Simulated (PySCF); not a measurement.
# AlP, singlet in 6-31G: errors against full CI

Geometry: a point of a stretch scan, not a stationary point.

```xyz
2

Al    0.0000    0.0000    0.0000
P     0.0000    0.0000    3.3050
```

Basis 6-31G; PySCF 2.14.0. Only valence electrons are correlated (noble-gas cores frozen), which leaves 8 electrons in 16 orbitals. R marks a restricted (for open shells ROHF) determinant, U an unrestricted one.

Full CI is exact within this basis and frozen core; it isn't the basis-set limit. The frozen core follows each run's orbitals, which can shift R against U totals by a few meV.

The determinant fills πx and πy unequally, so it is a mixture of Σ and Δ, which weighs on every level built on one determinant.

```
UHF ⟨S²⟩                          : 1.336
T1 diagnostic (ROHF- or RHF-based CCSD)             : 0.0345
largest doubles amplitude (ROHF- or RHF-based CCSD) : 0.257
```

| level | E − E(full CI) (kJ/mol) | share of correlation (%) | wall time |
| --- | --- | --- | --- |
| RHF | 271.9 | 0.00 | – |
| UHF† | 153.4 | – | – |
| RMP2 | 105.8 | 61.09 | – |
| UMP2† | 34.8 | – | – |
| RCCSD | 25.4 | 90.65 | – |
| UCCSD† | -98.5 | – | – |
| RCCSD(T) | 13.1 | 95.17 | 0.59 s |
| UCCSD(T)† | -118.3 | – | 0.37 s |
| RCCSDT | 4.5 | 98.35 | – |
| UCCSDT† | -125.7 | – | 6.3 s |
| RCCSDT(Q) | -0.1 | 100.02 | 2.7 s |

A dagger marks rows that describe another state than the reference (another or a broken symmetry, a higher spin or other natural occupations), so the difference isn't the method's error.

The correlation energy at full CI, counted from RHF, is -2.818 eV. The search over symmetries took 13 min on 1 thread of Intel Xeon, shared host; the state has 828,944 determinants.

Times are those of the correlated step on a shared host, with one SCF added for the restricted CCSD run; they ran on 1 thread of Intel Xeon.

Unrestricted levels hold only the spin's projection, and here they fall towards a lower state of higher spin.

The full-CI state has the irrep A1 of C2v, in the program's axes (one component, if the state is degenerate).

Natural occupations of full CI about the gap: 1.981 1.917 1.867 0.993 0.968 0.118 0.056 0.056 0.009 0.009; effectively unpaired electrons, Σ n²(2−n)², 2.16. No single determinant describes this state well, so single-reference rows can miss without a flag.
